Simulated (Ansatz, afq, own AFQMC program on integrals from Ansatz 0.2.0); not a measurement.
HfC, triplet: AFQMC among the cluster methods

```
atom   x (Å)   y (Å)   z (Å)
  Hf  0.0000  0.0000  0.0000
   C  0.0000  0.0000  1.4670
```

Basis def2-SVP with its core potentials. Noble-gas cores (and the filled d shells of Ga–Kr and In–Xe) are frozen. AFQMC by an in-house program on the Cholesky factors that Ansatz 0.2.0 writes for its CCSD(T) run. ph-AFQMC/CISD is guided by a CISD state made of CCSD amplitudes; releasing the constraint for a short imaginary time cuts its bias at the price of noise, slowly where states lie close. Free AFQMC starts from the CCSD state and is never constrained. Its projection time is finite, and what remains of the start isn't in its error. Error bars are statistical, one sigma. No spin–orbit coupling. The metal's outer-core s and p shells are frozen, which shifts wave-function levels against functionals.

Determinant: UHF, the one that the program's search chose, which needn't be the lowest solution. The geometry is a point of a scan.

No full CI on the walks' own integrals is used here; CCSDT(Q) serves as the reference and is uncertain by about the last step of the cluster series.

Cautions: no spin-orbit coupling; outer-core shells of the metal frozen; lower spins were not checked; higher spins were not checked.

* T1 diagnostic: 0.0245
* weight of the determinant in the CISD state: 0.902
* ⟨S²⟩ of the determinant: 2.018
* size of the correlated space: 8 electrons in 41 orbitals

Reference: CCSDT(Q), correlation energy -5.202 eV. The released energy is read at 3.00 1/Eh, later times being too noisy (meV from the phaseless value at times in 1/Eh: -22 ± 11 at 0.60, -36 ± 12 at 1.20, -31 ± 14 at 2.00, -19 ± 16 at 3.00, -64 ± 22 at 4.20).

| level | E − E(reference) (kcal/mol) | share of correlation (%) |
| --- | --- | --- |
| HF | 119.97 | 0.00 |
| MP2 | 10.16 | 91.53 |
| CCSD | 5.96 | 95.03 |
| CCSD(T) | 0.71 | 99.41 |
| CCSDT | 0.41 | 99.65 |
| ph-AFQMC/HF | -0.20 ± 1.78 | 100.17 |
| ph-AFQMC/CISD | 0.91 ± 0.22 | 99.24 |
| released AFQMC | 0.47 ± 0.37 | 99.61 |
| free AFQMC | -0.39 ± 0.47 | 100.33 |

Free projections are given only where their last times agree within the noise and don't stop above the reference; a slow remainder of the start can still hide under it. A walk keeps the symmetry of its determinant, which the program's search chose and which needn't be the lowest solution, so a lower state of the same spin and another symmetry isn't excluded. Released energies are given only where the last usable release times agree within the noise; a slower fall can still hide under it.
